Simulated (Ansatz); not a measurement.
System: In₂O₃ (Ia-3, No. 206). Method: r²SCAN+rVV10 (plane waves, PAW; Ansatz, an electronic-structure program).

Settings: plane-wave cutoff 560 eV, 6×6×6 k mesh, Fermi–Dirac smearing 0.01 eV, scalar-relativistic PAW data made under PBE.

Computed at the level's own relaxed cell.

**Question.** Give the computed band gap and lattice parameter a.

**Answer.** 
band gap: 1.65 eV
lattice parameter a: 10.131 Å

Measured, for comparison: band gap 2.93 ± 0.1 eV (room temperature, no zero-point or thermal correction; as tabulated in King et al. (2009), doi:10.1103/physrevb.79.205211).

Spin–orbit coupling is not included.
